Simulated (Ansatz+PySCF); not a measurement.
## doublet C₂H₂N: levels of theory in one basis

```yaml
atoms:
  - { symbol: C, position_ang: [0.0000, 0.0000, -0.8146] }
  - { symbol: N, position_ang: [0.0000, 0.0000, -1.9832] }
  - { symbol: C, position_ang: [0.0000, 0.0000, 0.5637] }
  - { symbol: H, position_ang: [0.0000, -0.9525, 1.1170] }
  - { symbol: H, position_ang: [0.0000, 0.9525, 1.1170] }
```

Basis set: cc-pVTZ (spherical functions). Correlated methods keep 3 orbitals frozen. Correlation on ROHF uses semicanonical orbitals with singles. Charge 0, multiplicity 2.

Computed with Ansatz (development build ahead of 0.2.0) and PySCF 2.14.0; each method stands on the lowest determinant of its kind that the runs found.

```csv
method,E − E(ROHF) (eV),<S²> of the determinant
ROHF,0.00,0.75
UHF,-0.43,0.94
UHF-MP2,-12.87,0.94
ROHF-CCSD(T),-14.37,–
```

(1) What does ROHF-MP2 give on the same scale?

Results:

(1) -13.33 eV.

Caution for UHF, UHF-MP2: the unrestricted determinant is spin contaminated. Caution for ROHF-MP2, UHF-MP2: forces differ strongly between restricted and unrestricted references.
